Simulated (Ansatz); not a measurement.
A calculation with Ansatz (development build ahead of 0.2.0).

```yaml
crystal:
  periodic: [false, false, false]
  atoms:
    - { symbol: B, position_ang: [0.0, 0.0, -0.74694] }
    - { symbol: F, position_ang: [0.0, 0.0, 0.41496] }
basis:
  gaussian: { orbitals: cc-pVDZ }
hamiltonian:
  xc: hf
correlation:
  method: mp2
  frozen_orbitals: { B: 1, F: 1 }
```

The input is written out in the form of the current development build from the run's settings.

Output:

```yaml
Converged: yes
Reference_energy: -124.09333 hartree
Correlation_energy: -0.24592 hartree
Total_energy: -124.33926 hartree
Spin_squared_of_the_determinant: 0.000
```
